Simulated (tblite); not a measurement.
C4H8P (charge +1).
InChI=1S/C4H7P/c1-2-4-5-3-1/h1-2,5H,3-4H2/p+1

Method: GFN2-xTB as coded in tblite; computed harmonic values from a numerical Hessian at the method's own geometry, unscaled. The method is semi-empirical: single wavenumbers can be off by several per cent or more. Modes of hydrogen on phosphorus can be 10 to 20 % off.

Harmonic wavenumbers (cm⁻¹): 38.0, 339.0, 465.5, 508.9, 647.1, 665.0, 706.9, 721.6, 746.9, 857.4, 875.2, 880.2, 888.8, 952.4, 976.1, 1019.7, 1046.3, 1061.9, 1108.7, 1187.1, 1196.8, 1255.6, 1381.9, 1383.0, 1702.1, 2420.3, 2459.6, 2934.9, 2935.1, 2951.9, 2954.8, 3121.5, 3135.7.

A = 6266, B = 4559, C = 2803 MHz; mass 87.036 u (most abundant isotopes); point group C2v, symmetry number 2.

Question: What is the zero-point energy?

Answer: Half the sum of the wavenumbers: 22763 cm⁻¹ = 65.08 kcal/mol.

Question: Give the ideal-gas entropy at 298.15 K and 1 bar in the rigid-rotor, harmonic-oscillator model (classical rotation).

Answer: Translation 39.33, rotation 24.42, vibration 10.82: S = 74.6 cal/(mol K).

Question: And Cp and H(298.15 K) − H(0)?

Answer: Cp = 23.37 cal/(mol K), of which vibrations give 15.42 (their classical limit is 33 R = 65.6); H(298.15 K) − H(0) = 4.12 kcal/mol without the zero-point energy, 1.75 from vibrations.

Question: How do the functions run with temperature in this model?

Answer: 
| T (K) | S (cal/(mol K)) | Cp (cal/(mol K)) | H − H(0) (kcal/mol) | G − H(0) (kcal/mol) | ln q(vib) |
| --- | --- | --- | --- | --- | --- |
| 50 | 51.5 | 9.8 | 0.45 | -2.12 | 0.41 |
| 100 | 58.4 | 10.5 | 0.95 | -4.89 | 0.87 |
| 373.15 | 80.5 | 29.3 | 6.09 | -23.93 | 3.29 |
| 500 | 90.2 | 37.4 | 10.35 | -34.76 | 4.84 |
| 750 | 107.6 | 48.3 | 21.17 | -59.55 | 8.18 |
| 1000 | 122.5 | 55.2 | 34.16 | -88.36 | 11.54 |

q(vib) and H(0) count from the zero-point level.

Question: Blend soft modes into free rotors: weight 1/[1 + (100 cm⁻¹/ν̃)⁴] for the oscillator and the rest for a rotor with moment μB/(μ + B), μ = h/(8π²ν), B = 10⁻⁴⁴ kg m². What vibrational entropy results?

Answer: 9.31 cal/(mol K) in place of 10.82, which changes −T·S at 298.15 K by +0.45 kcal/mol.

Question: Which modes carry the vibrational entropy at 298.15 K?

Answer: 38.0 cm⁻¹: 5.36; 339.0 cm⁻¹: 1.22; 465.5 cm⁻¹: 0.75; 508.9 cm⁻¹: 0.64; 647.1 cm⁻¹: 0.38; 665.0 cm⁻¹: 0.35 cal/(mol K); the other 27 give 2.13 together.

Hindered rotation and anharmonicity are outside this model.
